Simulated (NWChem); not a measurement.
All runs are NWChem calculations. System: CH3S, charge 0, spin multiplicity 4, at the geometry of a parent with another charge or spin, in a state set for the comparison that need not be this species' ground state. Its SCF solution wasn't tested for a lower state. Level: ROCCSD(T)/def2-TZVP, 6 core orbitals frozen.

Job file:

```
start mol
memory heap 100 mb stack 700 mb global 1900 mb
geometry units angstroms nocenter noautoz noautosym
  C      0.041727     1.093341    -0.096210
  S     -0.029362    -0.685806     0.067563
  H      0.601994     1.570365     0.721728
  H      0.578274     1.304016    -1.038739
  H     -0.960847     1.538472    -0.186736
end
basis spherical
  * library def2-tzvp
end
scf
  rohf
  nopen 3
  maxiter 100
  thresh 1e-7
  semidirect memsize 60000000 filesize 0
  # guess.movecs holds the orbitals of an unrestricted PBE0 run
  vectors input guess.movecs output mol.movecs
end
tce
  freeze core 6
  ccsd(t)
  2eorb
  2emet 13
  thresh 1e-6
  maxiter 100
  tilesize 24
end
task tce energy
```

Part of the output:

```
             Northwest Computational Chemistry Package (NWChem) 7.3.0
             --------------------------------------------------------

                                NWChem Input Module
                                -------------------

 Scaling coordinates for geometry "geometry" by  1.889725989
 (inverse scale =  0.529177249)

                             Geometry "geometry" -> ""
                             -------------------------

 Output coordinates in angstroms (scale by  1.889725989 to convert to a.u.)

  No.       Tag          Charge          X              Y              Z
 ---- ---------------- ---------- -------------- -------------- --------------
    1 C                    6.0000     0.04172700     1.09334100    -0.09621000
    2 S                   16.0000    -0.02936200    -0.68580600     0.06756300
    3 H                    1.0000     0.60199400     1.57036500     0.72172800
    4 H                    1.0000     0.57827400     1.30401600    -1.03873900
    5 H                    1.0000    -0.96084700     1.53847200    -0.18673600

 Effective nuclear repulsion energy (a.u.)      48.5089285073

            Nuclear Dipole moment (a.u.)
            ----------------------------
        X                 Y               Z
 ---------------- ---------------- ----------------
    -0.0000170075     0.0000056692     0.0000018897


 Summary of "ao basis" -> "" (spherical)
 ------------------------------------------------------------------------------
       Tag                 Description            Shells   Functions and Types
 ---------------- ------------------------------  ------  ---------------------
 *                         def2-tzvp                  on all atoms

 Summary of "ao basis" -> "ao basis" (spherical)
 ------------------------------------------------------------------------------
       Tag                 Description            Shells   Functions and Types
 ---------------- ------------------------------  ------  ---------------------
 C                         def2-tzvp                11       31   5s3p2d1f
 S                         def2-tzvp                13       37   5s5p2d1f
 H                         def2-tzvp                 4        6   3s1p

                                 NWChem SCF Module
                                 -----------------

  ao basis        = "ao basis"
  functions       =    86
  atoms           =     5
  closed shells   =    11
  open shells     =     3
  charge          =   0.00
  wavefunction    = ROHF
  use symmetry    = F
  symmetry adapt  = F

 Summary of "ao basis" -> "ao basis" (spherical)
 ------------------------------------------------------------------------------
       Tag                 Description            Shells   Functions and Types
 ---------------- ------------------------------  ------  ---------------------
 C                         def2-tzvp                11       31   5s3p2d1f
 S                         def2-tzvp                13       37   5s5p2d1f
 H                         def2-tzvp                 4        6   3s1p

 Forming initial guess at       0.0s

 Starting SCF solution at       0.0s

 ----------------------------------------------
         Quadratically convergent ROHF

 Convergence threshold     :          1.000E-07
 Maximum no. of iterations :          100
 Final Fock-matrix accuracy:          1.000E-09
 ----------------------------------------------

              iter       energy          gnorm     gmax       time
             ----- ------------------- --------- --------- --------
                 1     -436.8468157163  9.78D-01  4.83D-01      0.5
                 2     -436.9217966588  4.04D-01  1.05D-01      0.5
                 3     -436.9430145288  2.70D-01  1.49D-01      0.6
                 4     -436.9461133925  4.84D-02  1.34D-02      0.7
                 5     -436.9466640315  1.90D-03  5.03D-04      1.0
                 6     -436.9466656511  5.41D-06  1.45D-06      1.6
                 7     -436.9466656511  5.19D-09  1.75D-09      2.2

       Final ROHF results
       ------------------

         Total SCF energy =   -436.946665651111
      One-electron energy =   -697.943548908893
      Two-electron energy =    212.487954750450
 Nuclear repulsion energy =     48.508928507332

        Time for solution =      2.2s

             Final eigenvalues
             -----------------

              1
    1  -92.0373
    2  -11.2009
    3   -9.0333
    4   -6.7117
    5   -6.7116
    6   -6.7116
    7   -1.0307
    8   -0.8291
    9   -0.5693
   10   -0.5631
   11   -0.5162
   12   -0.2294
   13   -0.2273
   14    0.0567
   15    0.1686
   16    0.2155
   17    0.2168
   18    0.2676
   19    0.3245
   20    0.3330
   21    0.3698
   22    0.4059
   23    0.4068
   24    0.5050

                       ROHF Final Molecular Orbital Analysis
                       -------------------------------------

 Vector   12  Occ=1.000000D+00  E=-2.293966D-01
              MO Center= -2.9D-02, -6.1D-01,  6.6D-02, r^2= 1.5D+00
   Bfn.  Coefficient  Atom+Function         Bfn.  Coefficient  Atom+Function
  ----- ------------  ---------------      ----- ------------  ---------------
    46      0.508835  2 S  px                48      0.326142  2 S  pz
    49      0.262591  2 S  px                43      0.216841  2 S  px
    37     -0.168724  2 S  px                51      0.168327  2 S  pz

 Vector   13  Occ=1.000000D+00  E=-2.272904D-01
              MO Center= -2.5D-02, -6.1D-01,  5.6D-02, r^2= 1.5D+00
   Bfn.  Coefficient  Atom+Function         Bfn.  Coefficient  Atom+Function
  ----- ------------  ---------------      ----- ------------  ---------------
    48      0.506706  2 S  pz                46     -0.325451  2 S  px
    51      0.263427  2 S  pz                45      0.216268  2 S  pz
    49     -0.169178  2 S  px                39     -0.168077  2 S  pz

 Vector   14  Occ=1.000000D+00  E= 5.671466D-02
              MO Center= -9.5D-03, -2.5D-01,  2.2D-02, r^2= 3.2D+00
   Bfn.  Coefficient  Atom+Function         Bfn.  Coefficient  Atom+Function
  ----- ------------  ---------------      ----- ------------  ---------------
     5      1.212558  1 C  s                 36     -0.842377  2 S  s
    50     -0.835038  2 S  py                 4      0.487803  1 C  s
    10     -0.371687  1 C  py                71     -0.361950  3 H  s
    83     -0.360541  5 H  s                 13     -0.348367  1 C  py
    77     -0.343782  4 H  s                 47     -0.319149  2 S  py

 Vector   15  Occ=0.000000D+00  E= 1.686461D-01
              MO Center=  9.0D-02,  1.1D+00, -2.1D-01, r^2= 6.0D+00
   Bfn.  Coefficient  Atom+Function         Bfn.  Coefficient  Atom+Function
  ----- ------------  ---------------      ----- ------------  ---------------
     5      3.579149  1 C  s                 77     -2.101397  4 H  s
    83     -1.887142  5 H  s                 71     -1.858503  3 H  s
    13      1.391783  1 C  py                36      0.649899  2 S  s
    50      0.581745  2 S  py                 4     -0.462298  1 C  s
    14     -0.325670  1 C  pz                76      0.243730  4 H  s

 Vector   16  Occ=0.000000D+00  E= 2.155431D-01
              MO Center=  3.4D-01,  1.3D+00, -7.5D-01, r^2= 5.2D+00
   Bfn.  Coefficient  Atom+Function         Bfn.  Coefficient  Atom+Function
  ----- ------------  ---------------      ----- ------------  ---------------
    77      2.905877  4 H  s                 83     -1.712110  5 H  s
    14      1.598285  1 C  pz                71     -1.502448  3 H  s
    12     -1.022321  1 C  px                13      0.407061  1 C  py
    76     -0.369834  4 H  s                 51     -0.342245  2 S  pz
    82      0.222752  5 H  s                 49      0.216782  2 S  px

 Vector   17  Occ=0.000000D+00  E= 2.168324D-01
              MO Center= -2.4D-01,  1.6D+00,  5.3D-01, r^2= 5.1D+00
   Bfn.  Coefficient  Atom+Function         Bfn.  Coefficient  Atom+Function
  ----- ------------  ---------------      ----- ------------  ---------------
    71      2.770790  3 H  s                 83     -2.619310  5 H  s
    12     -1.705847  1 C  px                14     -1.080458  1 C  pz
    49      0.382044  2 S  px                70     -0.380692  3 H  s
    82      0.358751  5 H  s                 51      0.243903  2 S  pz
     6     -0.155489  1 C  px

 center of mass
 --------------
 x =  -0.00872179 y =  -0.17528516 z =   0.02002174

 moments of inertia (a.u.)
 ------------------
         133.777830629584          -4.978336244756           0.342728956299
          -4.978336244756          12.782395172963          11.462939622742
           0.342728956299          11.462939622742         132.995338985926

  Mulliken analysis of the total density
  --------------------------------------

    Atom       Charge   Shell Charges
 -----------   ------   -------------------------------------------------------
    1 C    6     6.31   0.86  1.12  0.49  0.74 -0.15  1.23  1.52  0.45  0.02  0.03  0.00
    2 S   16    15.86   2.01  0.49  1.47  1.15  0.75  4.17  1.70  0.80  2.00  1.07  0.08  0.16  0.01
    3 H    1     0.94   0.26  0.48  0.18  0.02
    4 H    1     0.94   0.26  0.48  0.19  0.02
    5 H    1     0.94   0.26  0.48  0.19  0.02

 Mulliken analysis of the open-shell density
 -------------------------------------------

    Atom       Charge   Shell Charges
 -----------   ------   -------------------------------------------------------
    1 C    6     0.12   0.00 -0.00  0.04  0.04 -0.20  0.10  0.10  0.03  0.00  0.00  0.00
    2 S   16     2.64   0.00  0.00 -0.00  0.03  0.03  0.06 -0.04  0.39  1.24  0.77  0.06  0.11  0.00
    3 H    1     0.08   0.01  0.01  0.07  0.00
    4 H    1     0.08   0.01  0.01  0.06  0.00
    5 H    1     0.08   0.01  0.01  0.07  0.00

       Multipole analysis of the density wrt the origin
       ------------------------------------------------

     L   x y z        total         open         nuclear
     -   - - -        -----         ----         -------
     0   0 0 0     -0.000000     -3.000000     25.000000

     1   1 0 0      0.005185      0.118448     -0.000017
     1   0 1 0      0.243342      2.769430      0.000006
     1   0 0 1     -0.012811     -0.272335      0.000002

     2   2 0 0    -14.777395     -5.420396      5.871778
     2   1 1 0     -0.196985     -0.368062      2.917952
     2   1 0 1      0.042486      0.008424     -0.152138
     2   0 2 0    -19.971029    -13.846583     75.817428
     2   0 1 1      0.456877      0.843693     -6.716986
     2   0 0 2    -14.827903     -5.464279      6.296910

                   NWChem Extensible Many-Electron Theory Module
                   ---------------------------------------------


            General Information
            -------------------
      Number of processors :     1
         Wavefunction type : Restricted open-shell Hartree-Fock
          No. of electrons :    25
           Alpha electrons :    14
            Beta electrons :    11
           No. of orbitals :   172
            Alpha orbitals :    86
             Beta orbitals :    86
        Alpha frozen cores :     6
         Beta frozen cores :     6
     Alpha frozen virtuals :     0
      Beta frozen virtuals :     0
         Spin multiplicity : quartet
    Number of AO functions :    86
       Number of AO shells :    36
        Use of symmetry is : off
      Symmetry adaption is : off
         Schwarz screening : 0.10D-09

          Correlation Information
          -----------------------
          Calculation type : Coupled-cluster singles & doubles w/ perturbation
   Perturbative correction : (T)
            Max iterations :      100
        Residual threshold : 0.10D-05
     T(0) DIIS level shift : 0.00D+00
     L(0) DIIS level shift : 0.00D+00
     T(1) DIIS level shift : 0.00D+00
     L(1) DIIS level shift : 0.00D+00
     T(R) DIIS level shift : 0.00D+00
     T(I) DIIS level shift : 0.00D+00
   CC-T/L Amplitude update :  5-th order DIIS
                I/O scheme : Global Array Library
        L-threshold :  0.10D-05
        EOM-threshold :  0.10D-05
 no EOMCCSD initial starts read in
 TCE RESTART OPTIONS
 SLICE:      F
 D4D5:       F
 quantumc:   F
 qrotation:  F
 pwtce:      F
 qducc:      F
 nacto:                         0
 nrotv:                         0
 nrot:                          0

            Memory Information
            ------------------
          Available GA space size is     249022008 doubles
          Available MA space size is     104849948 doubles

 Maximum block size supplied by input
 Maximum block size        24 doubles

 tile_dim =     24

 -------------------------------------------------

 Global array virtual files algorithm will be used

 Parallel file system coherency ......... OK

 4-electron integrals stored in orbital form

 v2    file size   =          9352450
 4-index algorithm nr.  13 is used
 imaxsize =       30
 imaxsize ichop =        0


CCSD iterations
 ---------------------------------------------------------
 Iter          Residuum       Correlation     Cpu    Wall
 ---------------------------------------------------------
    1   0.1496100032075  -0.3277760563234     0.5     0.5
    2   0.0374354409051  -0.3369592544066     0.5     0.5
    3   0.0176228325329  -0.3437913968009     0.5     0.5
    4   0.0115260574900  -0.3448018723087     0.5     0.5
    5   0.0140884674076  -0.3450916129001     0.5     0.5
    6   0.0019311241671  -0.3456327367819     0.5     0.5
    7   0.0013756826492  -0.3454297480990     0.5     0.5
    8   0.0005804039059  -0.3454800089274     0.5     0.5
    9   0.0008583540619  -0.3454618667606     0.5     0.5
   10   0.0004522338267  -0.3454939849228     0.5     0.5
   11   0.0001164173504  -0.3455009870924     0.5     0.5
   12   0.0001902426604  -0.3454900319286     0.5     0.5
   13   0.0000816537178  -0.3454943360858     0.5     0.5
   14   0.0001859368888  -0.3454914549709     0.5     0.5
   15   0.0001432238787  -0.3454947992078     0.5     0.5
   16   0.0000107864859  -0.3454938716234     0.5     0.5
   17   0.0000113157546  -0.3454935312196     0.5     0.5
   18   0.0000060640990  -0.3454936715618     0.5     0.5
   19   0.0000109769537  -0.3454937739218     0.5     0.5
   20   0.0000092511837  -0.3454937757073     0.5     0.5
   21   0.0000008261808  -0.3454939268163     0.5     0.5
 -----------------------------------------------------------------
 Iterations converged
 CCSD correlation energy / hartree =        -0.345493926816280
 CCSD total energy / hartree       =      -437.292159577927691

 Singles contributions

 Doubles contributions
 CCSD(T)
 Using plain CCSD(T) code
             total no. of tasks          192
 total no. of tasks / no. procs          192
                         wl_min         3375           3.9
                         wl_max      1728000          11.0
        thresh for no. of tasks          192

 CCSD[T]  correction energy / hartree =        -0.015195474547248
 CCSD[T] correlation energy / hartree =        -0.360689401363528
 CCSD[T] total energy / hartree       =      -437.307355052474918
 CCSD(T)  correction energy / hartree =        -0.014717660943301
 CCSD(T) correlation energy / hartree =        -0.360211587759581
 CCSD(T) total energy / hartree       =      -437.306877238870982

 Task  times  cpu:       34.8s     wall:       34.8s

 Total times  cpu:       34.8s     wall:       34.8s
```
